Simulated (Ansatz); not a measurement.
**HBr, singlet: reading a ladder of total energies**

Geometry: a point of a stretch scan, not a stationary point.

```yaml
atoms:
  - { symbol: Br, position_ang: [0.0000, 0.0000, 0.0000] }
  - { symbol: H, position_ang: [0.0000, 0.0000, 1.5810] }
```

Basis cc-pVDZ; Ansatz 0.2.0. Correlated methods freeze the noble-gas cores and the filled d shells of p-block atoms, which leaves 8 electrons in 18 orbitals. R marks a restricted (for open shells ROHF) determinant. No spin–orbit coupling is included, and no scalar relativity.

Full CI is exact within this basis and frozen core; it isn't the basis-set limit.

Runs differ by some tens of microhartree through their thresholds, so steps under 0.03 kcal/mol mean nothing.

```
    level  total energy (hartree)
      RHF            -2572.958621
     RMP2            -2573.085598
    RCCSD            -2573.101981
 RCCSD(T)            -2573.104216
   RCCSDT            -2573.104478
RCCSDT(Q)            -2573.104727
  RCCSDTQ            -2573.104743
  full CI            -2573.104752
```

Question: What is the correlation energy at full CI, and what share of it do RMP2 and RCCSDT recover?

Answer: E(corr) = -2573.104752 − (-2572.958621) = -0.146131 hartree = -3.976 eV. RMP2: -0.126977 / -0.146131 = 86.89 %. RCCSDT: -0.145857 / -0.146131 = 99.81 %.

Question: By how many kcal/mol does RCCSD(T) miss full CI (1 hartree = 627.509 kcal/mol), and which steps make up the rest?

Answer: -2573.104216 − (-2573.104752) = 0.000536 hartree = 0.34 kcal/mol. Steps: RCCSDT − RCCSD(T) = -0.16, RCCSDT(Q) − RCCSDT = -0.16, RCCSDTQ − RCCSDT(Q) = -0.01, full CI − RCCSDTQ = -0.01 kcal/mol. That is within 1 kcal/mol of the reference in this basis, which itself misses far more of the correlation at the basis-set limit.
